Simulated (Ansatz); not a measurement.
Which isomer of CHBCl gives these data?

These gas-phase data were calculated for one isomer of CHBCl at B3LYP-D3(BJ)/def2-SVP (harmonic, unscaled wavenumbers; equilibrium rotational constants with average atomic masses):

| Quantity | Value |
| --- | --- |
| rotational constants | 68.44, 6.93, 6.293 GHz |
| all wavenumbers above 1500 cm⁻¹ | 3182 |

Candidates:

(1) `[B]=CCl`, a doublet
(2) `[CH]=BCl`, a doublet
(3) `B=[C]Cl`, a doublet

**Question.** Assign the data to one candidate and say why. Where the bands don't settle it, estimate the moments of inertia from typical bond lengths.

**Answer.** Candidate (1). No mode falls between 2350 and 2900 cm⁻¹, where the B–H stretch of (3) would stand. The rotational constants decide the rest: (2) would give 4.985 GHz.

The same quantities for all candidates:

```tsv
	rotational constants (GHz)	wavenumbers above 1500 cm⁻¹	E above the lowest, B3LYP-D3(BJ)/def2-SVP (kcal/mol)
(1)	68.44, 6.93, 6.293	3182	52.7
(2)	4.985	3402, 1775	0.0
(3)	5.412	2837, 1765	29.1
```

Each candidate is one conformer. Open shells are spin-unrestricted. Programs: Ansatz 0.2.0.
